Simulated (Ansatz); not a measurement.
MgCl2. Total charge 0; triplet. Geometry PBE0-D4/def2-TZVPD, that of the charge -1 doublet; atoms count from 1.

```xyz
3

Mg   -0.299    0.715    0.118
Cl   -0.059   -0.763    1.877
Cl    0.359    0.048   -1.994
```

At PBE0-D4/def2-TZVPD a singlet of charge 0 lies 3.81 eV below the triplet at the same geometry. The structure comes from a short search, and lower isomers may exist.

Q: Estimate the Mulliken populations from the PBE0/def2-TZVPD orbitals of Ansatz.

A: 
```csv
atom,charge (e),spin (α − β)
Mg1,0.39,0.96
Cl2,-0.20,0.52
Cl3,-0.20,0.52
```
Mulliken values and Mayer orders depend strongly on the basis. With diffuse functions, as here, like atoms can get unlike values, and bond orders can come out too low or too high.

Q: Where does the spin sit?

A: Summed by element: Mg 0.96, Cl 1.04, of 2 unpaired in all. Largest on single atoms: Mg1 0.96, Cl3 0.52, Cl2 0.52.

Q: And the Mayer bond orders between bonded heavy atoms (over 0.3)?

A: Mg1–Cl2 0.38 (2.31 Å); Mg1–Cl3 0.38 (2.31 Å). Values over 0.3 also appear between atoms too far apart for a bond (Cl2–Cl3 0.45 at 3.98 Å); they arise where an orbital or an unpaired electron spreads over both atoms.
